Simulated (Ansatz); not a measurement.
Process, species as SMILES: [OH] (OH) → OH+ (triplet, bonded as [OH]) + e-
B3LYP-D3(BJ)/def2-TZVP geometries, fixed; electronic energies without zero-point terms.

Basis-set convergence of the adiabatic ionisation energy at HF with Ansatz (an electronic-structure program). Cartesian d functions, on some or all atoms, in 6-31G*, 6-31G**; all else is spherical. Open shells are unrestricted. No added dispersion term, no relativity. Functions are those of the species that has most. Reference: the value in aug-cc-pV5Z, 11.355 eV, itself unsure by roughly 0.004 eV (its mean distance from pcseg-4, aug-pcseg-3, aug-cc-pVQZ). Deviations are taken from unrounded values.

```csv
basis,functions,adiabatic ionisation energy (eV),minus reference (eV)
STO-3G,6,8.596,-2.759
3-21G,11,10.893,-0.463
6-31G,11,11.288,-0.067
6-31G*,17,11.258,-0.098
6-31G**,20,11.262,-0.093
6-311G**,24,11.263,-0.092
def2-SVPD,31,11.473,0.118
aug-cc-pVDZ,32,11.383,0.027
def2-TZVPD,49,11.346,-0.009
jun-cc-pV(T+d)Z,53,11.360,0.005
def2-TZVPPD,57,11.354,-0.001
aug-cc-pVTZ,69,11.361,0.005
def2-QZVPPD,99,11.354,-0.001
aug-cc-pVQZ,126,11.356,0.001
aug-cc-pV5Z,207,11.355,0.000
```

The smallest set listed that lies within 0.05 eV of the reference with all its larger relatives (same family, alike in diffuse functions; a set with none counts only in the reference's own line) is aug-cc-pVDZ (32 functions, 0.027 eV off).
